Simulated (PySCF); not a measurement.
Below is a simulated gas-phase C 1s photoelectron spectrum of `C#CC=O` (propiolaldehyde).

Every computed line was given a Gaussian of 1.0 eV full width at half maximum and an area set by the number of equivalent atoms; the highest printed point is 100. Level of theory: delta-SCF UKS SCAN, pcX-2 on the ionised atom, pcseg-1 elsewhere, spin-free X2C in PySCF 2.14.0.

binding energy (eV), intensity and a bar:
```
    290.1          0 
    290.2          0 
    290.3          1 
    290.4          2 
    290.5          3 #
    290.6          6 ##
    290.7         10 ###
    290.8         16 #####
    290.9         24 #######
    291.0         35 ###########
    291.1         48 ##############
    291.2         62 ###################
    291.3         76 #######################
    291.4         88 ##########################
    291.5         97 #############################
    291.6        100 ##############################
    291.7         98 #############################
    291.8         91 ###########################
    291.9         80 ########################
    292.0         66 ####################
    292.1         52 ################
    292.2         39 ############
    292.3         27 ########
    292.4         18 #####
    292.5         11 ###
    292.6          7 ##
    292.7          4 #
    292.8          2 #
    292.9          1 
    293.0          1 
    293.1          1 
    293.2          1 
    293.3          1 
    293.4          2 #
    293.5          4 #
    293.6          6 ##
    293.7         10 ###
    293.8         15 ####
    293.9         21 ######
    294.0         28 ########
    294.1         35 ##########
    294.2         41 ############
    294.3         47 ##############
    294.4         50 ###############
    294.5         50 ###############
    294.6         47 ##############
    294.7         43 #############
    294.8         36 ###########
    294.9         29 #########
    295.0         22 #######
    295.1         16 #####
    295.2         11 ###
    295.3          7 ##
    295.4          4 #
    295.5          3 #
    295.6          1 
    295.7          1 
    295.8          0 
    295.9          0
```

Question: How many maxima does the curve show, and how many computed lines lie under it?

Answer: The curve has 2 maxima (at 291.6 and 294.5 eV). Under it lie 3 lines from 3 inequivalent carbon sites. At this width some lines have no maximum of their own.

Question: Decompose the envelope and assign each component. Numbering: `[CH:1]#[C:2][CH:3]=[O:4]`.

Answer: 
```tsv
position (eV)	relative area	line	atoms	environment
291.60	1	C 1s	C1	terminal alkyne carbon
291.63	1	C 1s	C2	alkyne carbon
294.46	1	C 1s	C3	aldehyde carbon
```

Question: What are the centre and the root-mean-square width of the whole band?

Answer: The area-weighted mean of the lines is 292.56 eV. Their own spread about it is 1.34 eV (rms) and each Gaussian has σ = 1.0/2.355 = 0.42 eV; the variances add, which gives 1.41 eV.

Lowest listed C 1s: C1, bonded to C (triple bond) and H. Highest, 2.86 eV above it: C3, bonded to O (double bond), C and H. The widest gap between neighbouring values is 2.83 eV, between 291.63 and 294.46 eV. Summing the Pauling electronegativity differences to the bonded atoms, each weighted by its formal bond order, gives -0.35 for the lowest site and +1.43 for the highest; no listed site has a larger sum than the highest. The values 291.60 and 291.63 eV lie too close for their order to be trusted.

No satellites, vibrations or lifetime broadening are included. The unrestricted hole states depart most from a pure doublet (⟨S²⟩ = 0.75; over 0.85 named) for C 1s of C1 (0.87), C 1s of C2 (0.86) and C 1s of C3 (0.89), which makes these values less certain. Isolated species at its GFN2-xTB geometry, gas phase.

On an Arm Neoverse V1 with one thread, on a shared host, this took 10 s of wall time.
